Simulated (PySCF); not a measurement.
Level of theory: TPSSh-D3(BJ)/def2-TZVP // B3LYP-D3(BJ)/def2-TZVP (PySCF 2.14.0). All species are isolated molecules in the gas phase. Excitations are Tamm–Dancoff values on a coarser integration grid. The basis has no diffuse functions, so Rydberg states are missing or too high.

Reference species (SMILES): `C=C` (neutral, multiplicity 1).

| Property | Result |
|---|---|
| S1 excitation (TDA) | 8.24 eV |
| T1 excitation (TDA) | 4.51 eV |
| HOMO | -7.20 eV |
| LUMO | -0.30 eV |

Changed species: `C=CI` (X = iodo; the reference has X = H).

**Question.** What does the change do to the S1 excitation (TDA), T1 excitation (TDA), HOMO and LUMO?

**Answer.** the S1 excitation (TDA) falls by 3.38 eV, to 4.86 eV; the T1 excitation (TDA) drops by 0.41 eV, to 4.10 eV; the HOMO increases by 0.69 eV, to -6.51 eV; the LUMO decreases by 0.86 eV, to -1.16 eV.
